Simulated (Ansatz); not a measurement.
H3Si (SMILES [SiH3]) moved off its minimum; all values from Ansatz (a quantum-chemistry and plane-wave program), cores frozen in correlated methods. Open shells are unrestricted.
(charge 0, multiplicity 2)
```xyz
4

Si     0.09333    -0.04430     0.10741
H     -0.62804     1.30808    -0.41588
H      1.37302    -0.09292    -0.41097
H     -0.81954    -1.24626    -0.38694
```

Question: Give the forces (eV/Å), the total energy and the dipole at CCSD(T)/aug-cc-pV(T+d)Z.

Answer: 
```
atom      Fx      Fy      Fz
----  ------  ------  ------
Si1   -3.877   0.606  -0.402
H2     0.816  -1.426   0.686
H3     2.100  -0.197  -0.800
H4     0.960   1.017   0.517
```
Energy -290.7784 hartree, dipole 0.41 D.
